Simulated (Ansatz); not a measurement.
# ClF3, singlet: reading a ladder of total energies

Geometry: MP2(full)/6-31G*, from the G2/97 set.

```yaml
atoms:
  - { symbol: Cl, position_ang: [0.0000, 0.0000, 0.3786] }
  - { symbol: F, position_ang: [0.0000, 0.0000, -1.2566] }
  - { symbol: F, position_ang: [0.0000, 1.7145, 0.2751] }
  - { symbol: F, position_ang: [0.0000, -1.7145, 0.2751] }
```

Basis 6-31G* (Cartesian d functions); Ansatz 0.2.0. Correlated methods freeze the noble-gas cores, which leaves 28 electrons in 56 orbitals. R marks a restricted (for open shells ROHF) determinant.

Full CI isn't at hand for all of this; RCCSDT(Q) serves as the reference, and is uncertain by about the last step of the cluster series.

Runs differ by some tens of microhartree through their thresholds, so steps under 0.03 kcal/mol mean nothing.

| level | total energy (hartree) |
| --- | --- |
| RHF | -757.479835 |
| RMP2 | -758.184035 |
| RCCSD | -758.191376 |
| RCCSD(T) | -758.211884 |
| RCCSDT | -758.212807 |
| RCCSDT(Q) | -758.215436 |

Problem. What is the correlation energy at RCCSDT(Q), and what share of it do RMP2 and RCCSD(T) recover?

Solution. E(corr) = -758.215436 − (-757.479835) = -0.735601 hartree = -20.017 eV. RMP2: -0.704200 / -0.735601 = 95.73 %. RCCSD(T): -0.732049 / -0.735601 = 99.52 %.

Problem. By how many kcal/mol does RCCSD(T) miss RCCSDT(Q) (1 hartree = 627.509 kcal/mol), and which steps make up the rest?

Solution. -758.211884 − (-758.215436) = 0.003552 hartree = 2.23 kcal/mol. Steps: RCCSDT − RCCSD(T) = -0.58, RCCSDT(Q) − RCCSDT = -1.65 kcal/mol. Differences between like states or geometries often cancel part of this.
